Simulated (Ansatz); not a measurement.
# Beryllium, hcp under LDA: convergence with the plane-wave cutoff

Aim: find which plane-wave cutoff is enough for energy and pressure. The geometry was relaxed under LDA beforehand and stays fixed; 9 values are run, from 150 to 800 eV. Wanted are the values from which on the energy stays within 10 and 1 meV/atom, and the pressure within 0.5 GPa, of the last run. Within the series other settings stay, but some runs also write fields, which adds to their time. Spin polarisation is left out.

Computed with Ansatz 0.2.0 (DFT LDA, plane waves with PAW, scalar-relativistic, unless a step says otherwise).

### Step 1. The system as given

Symmetry: P6_3/mmc, No. 194, hexagonal system. Conventional cell: a = 2.230 Å, b = 2.230 Å, c = 3.508 Å, α = 90.00°, β = 90.00°, γ = 120.00°. Be (site symmetry -6m2) has 12 Be at 2.18 to 2.23 Å as nearest neighbours.

Coordinates:

```cif
data_structure
_symmetry_space_group_name_H-M 'P 1'
_symmetry_Int_Tables_number 1
_cell_length_a 2.2295
_cell_length_b 2.2295
_cell_length_c 3.5083
_cell_angle_alpha 90.000
_cell_angle_beta 90.000
_cell_angle_gamma 120.000
_cell_volume 15.10
loop_
_atom_site_label
_atom_site_type_symbol
_atom_site_fract_x
_atom_site_fract_y
_atom_site_fract_z
_atom_site_occupancy
Be1 Be 0.33333 0.66667 0.25000 1
Be2 Be 0.66667 0.33333 0.75000 1
```

### Step 2. The usual settings first

input.yaml

```yaml
crystal:
  lattice:
    - [2.2295160349, 0.0, 0.0]
    - [-1.1147580175, 1.9308175243, 0.0]
    - [0.0, 0.0, 3.5083258361]
  atoms:
    - { symbol: Be, position: [0.3333333333, 0.6666666667, 0.25] }
    - { symbol: Be, position: [0.6666666667, 0.3333333333, 0.75] }
hamiltonian:
  xc: lda
  pseudopotentials:
    kind: paw
    azcp:
      Be: "pseudopotentials/Be.paw.azcp"
basis:
  ecutwfc: 420
  fft_grid_basis: typed
kpoints:
  mp_grid: { grid: [26, 26, 15], shift: [0, 0, 0] }
magnetization:
  spin_polarized: false
scf:
  occupations: { method: fermi_dirac, width: 0.1 }
  lower_state_search: "off"
output:
  stress: true
  write_density: true
  write_potential: true
  elf: true
  volumetric_format: npy
```

Started as:

```bash
$ ansatz run input.yaml --threads 2 --pin off --max-ram 5120MiB --backend cpu --events-out ev --progress --plain --runs-dir out
```

### Step 3. Run at 150 eV

The run at 150 eV.

input.yaml, as its differences from that of step 2:

```diff
@@ -15,6 +15,6 @@
 basis:
-  ecutwfc: 420
+  ecutwfc: 150
   fft_grid_basis: typed
 kpoints:
-  mp_grid: { grid: [26, 26, 15], shift: [0, 0, 0] }
+  mp_grid: { grid: [16, 16, 9], shift: [0, 0, 0] }
 magnetization:
@@ -26,5 +26 @@
   stress: true
-  write_density: true
-  write_potential: true
-  elf: true
-  volumetric_format: npy
```

### Step 4. Run at 200 eV

The run at 200 eV.

input.yaml, as its differences from that of step 3:

```diff
@@ -15,3 +15,3 @@
 basis:
-  ecutwfc: 150
+  ecutwfc: 200
   fft_grid_basis: typed
```

### Step 5. Run at 250 eV

The run at 250 eV.

input.yaml, as its differences from that of step 4:

```diff
@@ -15,3 +15,3 @@
 basis:
-  ecutwfc: 200
+  ecutwfc: 250
   fft_grid_basis: typed
```

### Step 6. Run at 300 eV

The run at 300 eV.

input.yaml, as its differences from that of step 5:

```diff
@@ -15,3 +15,3 @@
 basis:
-  ecutwfc: 250
+  ecutwfc: 300
   fft_grid_basis: typed
@@ -26 +26,5 @@
   stress: true
+  write_density: true
+  write_potential: true
+  elf: true
+  volumetric_format: npy
```

### Step 7. Run at 350 eV

The run at 350 eV.

input.yaml, as its differences from that of step 6:

```diff
@@ -15,3 +15,3 @@
 basis:
-  ecutwfc: 300
+  ecutwfc: 350
   fft_grid_basis: typed
@@ -26,5 +26 @@
   stress: true
-  write_density: true
-  write_potential: true
-  elf: true
-  volumetric_format: npy
```

### Step 8. Run at 420 eV

The run at 420 eV.

input.yaml, as its differences from that of step 7:

```diff
@@ -15,3 +15,3 @@
 basis:
-  ecutwfc: 350
+  ecutwfc: 420
   fft_grid_basis: typed
```

### Step 9. Run at 500 eV

The run at 500 eV.

input.yaml, as its differences from that of step 8:

```diff
@@ -15,3 +15,3 @@
 basis:
-  ecutwfc: 420
+  ecutwfc: 500
   fft_grid_basis: typed
```

### Step 10. Run at 600 eV

The run at 600 eV.

input.yaml, as its differences from that of step 9:

```diff
@@ -15,3 +15,3 @@
 basis:
-  ecutwfc: 500
+  ecutwfc: 600
   fft_grid_basis: typed
```

### Step 11. Run at 800 eV

The run at 800 eV.

input.yaml, as its differences from that of step 10:

```diff
@@ -15,3 +15,3 @@
 basis:
-  ecutwfc: 600
+  ecutwfc: 800
   fft_grid_basis: typed
```

(Steps that only read results are left out.)

What does the calculation give?

The runs gave:

| quantity | value |
| --- | --- |
| E(σ → 0) stays within 10 meV/atom of 800 eV | from 300 eV on |
| E(σ → 0) stays within 1 meV/atom | from 420 eV on |
| pressure stays within 0.5 GPa | from 300 eV on |
| pressure at 800 eV | -0.03 GPa |
| CPU time, dearest over cheapest | 3.5 |
| run at the usual settings (mesh 26×26×15 against the series' 16×16×9, 420 eV) | +1.2 meV/atom from 800 eV, -0.04 GPa |

The far end, 150 eV, lies +212.0 meV/atom and +2.7 GPa from the yardstick. Each step up in cutoff lowers the energy. 1 meV/atom is reached at 420 eV; energy differences often converge earlier, as errors cancel. The cell taken over is 7 % smaller than the measured one (8.11 Å³/atom, COD).
